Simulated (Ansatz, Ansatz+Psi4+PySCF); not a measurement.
```xyz
2

Mg   -0.0009   -0.0005   -0.6990
O    -0.0002   -0.0009    1.0483
```

Basis set: cc-pVTZ (spherical functions). Frozen core: 2 orbitals. Charge 0, multiplicity 1.

Computed with Ansatz (development build ahead of 0.2.0); each method stands on the lowest determinant of its kind that the runs found. Restricted open shells among the atoms or ions are ROHF, correlated in semicanonical orbitals with singles.

**Question.** Give the atomization energy at this shape (free ground-state atoms in the same class of orbitals less the molecule, no zero-point energy) of singlet MgO by RHF-MP2, RHF.

**Answer.**

| method | atomization energy |
| --- | --- |
| RHF-MP2 | 3.04 eV |
| RHF | -1.19 eV |

Caution for RHF: the molecule lies well above its atoms at this level.
